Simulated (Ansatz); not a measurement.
Born–Oppenheimer molecular dynamics of BClH5P (8 atoms, charge 0, multiplicity 1). It starts at the highest image of a converged band, a first-order saddle point between two minima.

Level of theory: RKS BHLYP/def2-SVP (Ansatz 0.2.0).

| Item | Value |
| --- | --- |
| ensemble | NVE (velocity Verlet) |
| time step | 0.5 fs |
| steps asked | 200 |
| starting velocities drawn for | 100 K |
| seed | 7250 |

First frame:

```xyz
8
Properties=species:S:1:pos:R:3
B 0.172 0.299 0.173
H -0.159 -0.445 1.154
Cl 1.680 -0.307 -0.595
H -0.852 0.421 -0.425
P 0.300 2.315 0.906
H 1.626 2.271 1.404
H 0.706 2.594 -0.416
H 0.167 0.581 1.407
```

Task: How far do the bonds stretch over the last three quarters of this one trajectory? (Pairs bonded in most of those frames.)

Result: 
```csv
bond,mean (Å),spread (Å),shortest,longest
B1–Cl3,1.760,0.054,1.67,1.86
B1–H4,1.197,0.017,1.16,1.22
B1–P5,1.923,0.042,1.85,1.98
H2–H8,0.755,0.013,0.74,0.78
P5–H6,1.416,0.016,1.39,1.44
P5–H7,1.420,0.007,1.40,1.43
```

Mean temperature of the second half: 1174 K. The conserved energy stayed within 0.034 meV per atom of its start (net change 0.024 meV per atom), so the integration is sound. The kinetic energy rose, since the run started high on the potential surface and went downhill. It ends in pieces (BClH3P + H2), so much of that is their flight and rotation, not heat. A run of 0.1 ps of so small a system gives no equilibrium averages. The orbitals stay closed-shell, which can raise the energy where a bond breaks towards radicals; this wasn't checked here.

The run took 6.2 min on 1 thread of Arm Neoverse V2, on a shared host, peak memory 0.16 GiB.
